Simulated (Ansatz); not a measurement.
Rock-salt HfN was calculated with PBEsol+SOC in Ansatz (PAW).

Numerical settings: plane-wave cutoff 520 eV, 22×22×22 k mesh, Fermi–Dirac smearing 0.05 eV, PAW data made under PBE.

A third-order Birch–Murnaghan fit to the energies gives V0 = 11.384 Å³/atom, B0 = 284 GPa, B′ = 4.3.

```json
[
 {"V (Å³/atom)": "10.700", "P (GPa)": "(withheld)"},
 {"V (Å³/atom)": "10.928", "P (GPa)": "(withheld)"},
 {"V (Å³/atom)": "11.156", "P (GPa)": "6.01"},
 {"V (Å³/atom)": "11.383", "P (GPa)": "0.01"},
 {"V (Å³/atom)": "11.611", "P (GPa)": "(withheld)"},
 {"V (Å³/atom)": "11.839", "P (GPa)": "(withheld)"},
 {"V (Å³/atom)": "12.066", "P (GPa)": "-14.61"}
]
```

Q: Estimate the withheld pressures from this fit; the answers are the runs' own values.

A: 
- 10.700, P (GPa): 20.09
- 10.928, P (GPa): 12.68
- 11.611, P (GPa): -5.38
- 11.839, P (GPa): -10.24

The formula P = (3/2) B0 (x^(7/3) − x^(5/3)) [1 + (3/4)(B′ − 4)(x^(2/3) − 1)] with x = V0/V meets the computed pressures within 0.03 GPa when these rounded values are put in.

Measured, for comparison: bulk modulus 260 GPa (room temperature, no zero-point or thermal correction, our sources range from 260 to 306; as tabulated in Synthesis of Binary Transition Metal Nitrides, Carbides and Borides from the …); equilibrium volume per atom 11.57 Å³/atom (room temperature, no zero-point or thermal correction; as tabulated in Seo, Lee, Wen, Petrov, Greene, Gall, J. Appl. Phys. 96, 878 (2004)). Computed (rounded) less measured: bulk modulus not scored (sources differ), equilibrium volume per atom -1.6 %. A static lattice is as a rule a little smaller and stiffer than an uncorrected measurement, which narrows the difference in the equilibrium volume per atom and would widen misses of the other sign.

Computed values are for the static lattice.

Ansatz is an electronic-structure program.
